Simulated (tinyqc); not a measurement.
Worked calculation: UHF in the sto-3g basis, for BH, spin multiplicity 3. This run ends on a higher stationary point, not on the lowest solution. One step of it, computed by the program tinyqc.

Task: Iteration 1: building the Fock matrix. J_ij = sum D_kl (ij|kl) with D = D(alpha) + D(beta), K_ij = sum D_kl (ik|jl) for each spin; F = H + J - K(s); E = tr D H + tr D J / 2 - 0.5 sum_s tr D(s) K(s) + E_nn.

D(alpha) at the start, order 1B 1s, 1B 2s, 1B 2px, 1B 2py, 1B 2pz, 2H 1s:
```
[[0.994469, -0.006681, 0.000000, 0.000000, -0.070117, -0.094102],
 [-0.006681, 0.160436, 0.000000, 0.000000, 0.190208, 0.190696],
 [0.000000, 0.000000, 1.000000, 0.000000, 0.000000, 0.000000],
 [0.000000, 0.000000, 0.000000, 1.000000, 0.000000, 0.000000],
 [-0.070117, 0.190208, 0.000000, 0.000000, 0.229396, 0.231474],
 [-0.094102, 0.190696, 0.000000, 0.000000, 0.231474, 0.234131]]
```

D(beta) at the start, order 1B 1s, 1B 2s, 1B 2px, 1B 2py, 1B 2pz, 2H 1s:
```
[[0.994469, -0.006681, 0.000000, 0.000000, -0.070117, -0.094102],
 [-0.006681, 0.160436, 0.000000, 0.000000, 0.190208, 0.190696],
 [0.000000, 0.000000, 0.000000, 0.000000, 0.000000, 0.000000],
 [0.000000, 0.000000, 0.000000, 0.000000, 0.000000, 0.000000],
 [-0.070117, 0.190208, 0.000000, 0.000000, 0.229396, 0.231474],
 [-0.094102, 0.190696, 0.000000, 0.000000, 0.231474, 0.234131]]
```

core Hamiltonian H = T + V (hartree), order 1B 1s, 1B 2s, 1B 2px, 1B 2py, 1B 2pz, 2H 1s:
```
[[-12.754838, -3.304151, 0.000000, 0.000000, -0.017680, -0.772414],
 [-3.304151, -3.832510, 0.000000, 0.000000, -0.156160, -1.647713],
 [0.000000, 0.000000, -2.998886, 0.000000, 0.000000, 0.000000],
 [0.000000, 0.000000, 0.000000, -2.998886, 0.000000, 0.000000],
 [-0.017680, -0.156160, 0.000000, 0.000000, -3.114966, -1.509401],
 [-0.772414, -1.647713, 0.000000, 0.000000, -1.509401, -2.607422]]
```

Two-electron integrals (ij|kl) in chemists' order, unique and non-zero (hartree):
```
(11|11) 2.923513   (21|11) 0.518376   (21|21) 0.109262   (22|11) 0.744229
(22|21) 0.193177   (22|22) 0.544804   (31|31) 0.020264   (32|31) 0.029996
(32|32) 0.120346   (33|11) 0.742491   (33|21) 0.193240   (33|22) 0.544682
(33|33) 0.586773   (41|41) 0.020264   (42|41) 0.029996   (42|42) 0.120346
(43|43) 0.031630   (44|11) 0.742491   (44|21) 0.193240   (44|22) 0.544682
(44|33) 0.523513   (44|44) 0.586773   (51|51) 0.020264   (52|51) 0.029996
(52|52) 0.120346   (53|53) 0.031630   (54|54) 0.031630   (55|11) 0.742491
(55|21) 0.193240   (55|22) 0.544682   (55|33) 0.523513   (55|44) 0.523513
(55|55) 0.586773   (61|11) 0.119225   (61|21) 0.025040   (61|22) 0.044401
(61|33) 0.044182   (61|44) 0.044182   (61|51) 0.001833   (61|52) 0.003360
(61|55) 0.044864   (61|61) 0.005923   (62|11) 0.273385   (62|21) 0.071985
(62|22) 0.221606   (62|33) 0.215412   (62|44) 0.215412   (62|51) 0.007943
(62|52) 0.047252   (62|55) 0.233793   (62|61) 0.017601   (62|62) 0.121588
(63|31) 0.007402   (63|32) 0.034063   (63|53) 0.008961   (63|63) 0.013863
(64|41) 0.007402   (64|42) 0.034063   (64|54) 0.008961   (64|64) 0.013863
(65|11) 0.250629   (65|21) 0.066896   (65|22) 0.217357   (65|33) 0.205763
(65|44) 0.205763   (65|51) 0.013821   (65|52) 0.076649   (65|55) 0.240318
(65|61) 0.017205   (65|62) 0.139868   (65|65) 0.171488   (66|11) 0.427577
(66|21) 0.114713   (66|22) 0.398262   (66|33) 0.374392   (66|44) 0.374392
(66|51) 0.015892   (66|52) 0.123745   (66|55) 0.445579   (66|61) 0.028661
(66|62) 0.274841   (66|65) 0.344467   (66|66) 0.774606
```

nuclear repulsion = 2.16875906 hartree

Give: Coulomb J; exchange K(alpha); exchange K(beta); F(alpha); F(beta); total energy of this density.

Result:

Coulomb J (hartree), order 1B 1s, 1B 2s, 1B 2px, 1B 2py, 1B 2pz, 2H 1s:
```
[[8.4612, 1.7264, 0.0000, 0.0000, 0.0427, 0.4022],
 [1.7264, 3.5292, 0.0000, 0.0000, 0.2468, 1.5291],
 [0.0000, 0.0000, 3.5104, 0.0000, 0.0000, 0.0000],
 [0.0000, 0.0000, 0.0000, 3.5104, 0.0000, 0.0000],
 [0.0427, 0.2468, 0.0000, 0.0000, 3.5552, 1.5630],
 [0.4022, 1.5291, 0.0000, 0.0000, 1.5630, 2.8986]]
```

exchange K(alpha) (hartree), order 1B 1s, 1B 2s, 1B 2px, 1B 2py, 1B 2pz, 2H 1s:
```
[[2.9525, 0.6085, 0.0000, 0.0000, -0.0038, 0.1414],
 [0.6085, 0.5831, 0.0000, 0.0000, 0.2589, 0.4028],
 [0.0000, 0.0000, 0.6837, 0.0000, 0.0000, 0.0000],
 [0.0000, 0.0000, 0.0000, 0.6837, 0.0000, 0.0000],
 [-0.0038, 0.2589, 0.0000, 0.0000, 0.4150, 0.4080],
 [0.1414, 0.4028, 0.0000, 0.0000, 0.4080, 0.5833]]
```

exchange K(beta) (hartree), order 1B 1s, 1B 2s, 1B 2px, 1B 2py, 1B 2pz, 2H 1s:
```
[[2.9119, 0.5485, 0.0000, 0.0000, -0.0038, 0.1266],
 [0.5485, 0.3424, 0.0000, 0.0000, 0.2589, 0.3347],
 [0.0000, 0.0000, 0.0653, 0.0000, 0.0000, 0.0000],
 [0.0000, 0.0000, 0.0000, 0.0653, 0.0000, 0.0000],
 [-0.0038, 0.2589, 0.0000, 0.0000, 0.3517, 0.3900],
 [0.1266, 0.3347, 0.0000, 0.0000, 0.3900, 0.5556]]
```

F(alpha) (hartree), order 1B 1s, 1B 2s, 1B 2px, 1B 2py, 1B 2pz, 2H 1s:
```
[[-7.2461, -2.1863, 0.0000, 0.0000, 0.0288, -0.5116],
 [-2.1863, -0.8864, 0.0000, 0.0000, -0.1682, -0.5215],
 [0.0000, 0.0000, -0.1722, 0.0000, 0.0000, 0.0000],
 [0.0000, 0.0000, 0.0000, -0.1722, 0.0000, 0.0000],
 [0.0288, -0.1682, 0.0000, 0.0000, 0.0253, -0.3544],
 [-0.5116, -0.5215, 0.0000, 0.0000, -0.3544, -0.2921]]
```

F(beta) (hartree), order 1B 1s, 1B 2s, 1B 2px, 1B 2py, 1B 2pz, 2H 1s:
```
[[-7.2056, -2.1263, 0.0000, 0.0000, 0.0288, -0.4968],
 [-2.1263, -0.6457, 0.0000, 0.0000, -0.1682, -0.4534],
 [0.0000, 0.0000, 0.4462, 0.0000, 0.0000, 0.0000],
 [0.0000, 0.0000, 0.0000, 0.4462, 0.0000, 0.0000],
 [0.0288, -0.1682, 0.0000, 0.0000, 0.0886, -0.3365],
 [-0.4968, -0.4534, 0.0000, 0.0000, -0.3365, -0.2644]]
```

total energy of this density = -24.472190 hartree

This density is the starting one.
